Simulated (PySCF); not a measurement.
CN, SMILES `[C-]#[N+]` (charge 0, multiplicity 2)

All values below come from PBE0-D4/def2-TZVP (PySCF).

The highest occupied spin orbital is -10.83 eV. The dipole moment comes out as 1.49 D and the total energy is -92.6341 Ha. The cost comes out as around 5 core-seconds (rough).

Bonded distances (Å): C1–N2 1.160.
Charge 0, spin multiplicity 2.
